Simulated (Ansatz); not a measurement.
Run this with Ansatz's Python interface and show what comes out.

`bend_ch4bo.py`:
```python
import warnings

import ansatz as az
from ase import Atoms

warnings.simplefilter("ignore", az.DeckWarning)

atoms = Atoms(["C", "B", "O", "H", "H", "H", "H"], positions=[
    (-0.6232, 0.3848, -0.3111),
    (0.8829, 0.1522, -0.2173),
    (1.3933, -0.5799, 0.9094),
    (-1.1437, -0.5249, -0.3531),
    (-0.8811, 0.9917, -1.269),
    (-1.0057, 1.0354, 0.5542),
    (1.4388, -1.5273, 0.6411),
])

first = (
    az.Crystal.molecule_from_ase(atoms).calculation()
    .basis(gaussian="def2-SVP")
    .functional("HF")
    .spin("collinear", total=1)
    .accuracy("medium")
    .relax(force_tolerance=0.02, max_steps=80)
)
atoms.positions = first.run(threads=1, backend="cpu").report["positions_ang"]

rows = []
for angle in [85, 95, 105, 115, 125, 140, 160]:
    bent = atoms.copy()
    bent.set_angle(1, 2, 6, angle, indices=[6])
    model = az.Crystal.molecule_from_ase(bent).calculation()
    model = model.basis(gaussian="def2-SVP")
    model = model.functional("HF").spin("collinear", total=1)
    model = model.accuracy("medium")
    rows.append((angle, model.run(threads=1, backend="cpu").report["free_energy_ev"]))
floor = min(e for _, e in rows)
for angle, e in rows:
    print(f"angle B1-O2-H6 = {angle:3d} deg   {1000 * (e - floor):9.1f} meV")
```

```console
$ python bend_ch4bo.py
angle B1-O2-H6 =  85 deg       574.6 meV
angle B1-O2-H6 =  95 deg       241.6 meV
angle B1-O2-H6 = 105 deg        56.3 meV
angle B1-O2-H6 = 115 deg         0.0 meV
angle B1-O2-H6 = 125 deg        47.3 meV
angle B1-O2-H6 = 140 deg       243.4 meV
angle B1-O2-H6 = 160 deg       557.7 meV
```

What to keep in mind:
- These settings explore the input space; basis and method may be short of convergence.
- The scan is rigid, and the energies are electronic, in a modest basis. The zero is the lowest point of the grid, which needn't be the minimum.
- The run takes the species as open-shell (spin multiplicity 2), which needn't be its ground state.
- Finished in 15 s on 1 thread of Arm Neoverse V2, on a shared host, peak memory 0.2 GiB.
